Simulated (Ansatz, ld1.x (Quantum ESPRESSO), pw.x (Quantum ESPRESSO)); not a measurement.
# Equation-of-state test of one TM potential (Os (Z = 76))

```json
{"Element": "osmium", "Generator": "ld1.x (Quantum ESPRESSO) 7.5", "Type": "norm-conserving Troullier–Martins (Kleinman–Bylander form)", "Functional": "PBEsol", "Relativity": "scalar-relativistic", "Frozen core": "[Xe] 4f14", "Valence charge": "8", "Reference configuration": "5d6 6s1.5 6p0 (charge +0.5)", "Partial waves": "6s (bound): rc 1.95 bohr; 6p (bound, empty): rc 3.45 bohr; 5d (bound): rc 2.50 bohr", "Local potential": "the d channel", "Core correction": "Bessel-smoothed model core inside 1.45 bohr"}
```

Atomic tests: cutoffs needed: 35 Ry and 50 Ry (the cutoffs (Ry, on a coarse ladder) from which the occupation-weighted sum of valence levels, in a spherical-Bessel basis at the reference potential, stays within 10 and 1 mRy of its value at 400 Ry); ghost test: ghost states, extra bound levels that the all-electron valence spectrum of the same l lacks: s at -40.7 eV, p at -5.8 eV; a true bound ghost makes a file unfit for plane-wave use (spherical-Bessel basis up to 400 Ry, 20 bohr box); configuration tests: 2 of 7 tests not solved or not reliable.

Crystal test: sc Os in pw.x 7.5, no spin, 13³ k-points, Fermi–Dirac smearing 0.01 Ry, cutoffs 60/240 Ry. The reference is all-electron LAPW (Ansatz 0.2.0) with the same functional, mesh and smearing; V0 and B0 come from Birch–Murnaghan fits to the pressures at five volumes. Errors are pseudo minus all-electron; Δ is the rms difference of the E(V) curves that follow from these fits, minima aligned, over ±6 % about the mean V0. Mesh and smearing are coarse, so the numbers serve the comparison and aren't converged zero-temperature values; the lattice is a test structure that the element need not adopt.

```tsv
V (Å³/atom)	P all-electron (GPa)	P pseudo (GPa)
15.412	16.99	25.23
15.817	7.89	16.64
16.223	-0.01	9.04
16.629	-6.86	2.31
17.034	-12.81	-3.64
```

All-electron: a0 = 2.531 Å (V0 = 16.22 Å³/atom), B0 = 294.0 GPa.

Pseudopotential: mean pressure error (GPa): +8.87; a0 (Å): 2.560; a0 error (%): +1.13; B0 error (%): -14.9; Δ (meV/atom): 32.5. The largest radius (3.45 bohr) exceeds half the bond length (2.39 bohr), so the spheres overlap, which is one possible source of error among others. This is a poor potential for the solid. Note: ghost states, extra bound levels that the all-electron valence spectrum of the same l lacks: s at -40.7 eV, p at -5.8 eV. A true bound ghost makes a file unfit for plane-wave use. Atomic configuration tests: 2 of 7 tests not solved or not reliable.

Task: At the middle volume, how do free energy and pressure move when the wave cutoff is lowered (ecutrho kept at four times it)?

Result:

```
cutoff (Ry)  shift of F (meV/atom)  shift of P (GPa)
         27                 +998.5             -7.43
         36                 +348.8            -15.85
         48                  +13.9             -0.43
```

The run at the middle volume (84 k-points, 12 iterations) took about 8 s on one core of a shared host (Neoverse-V2, 192 threads, 742 GiB, load 64).
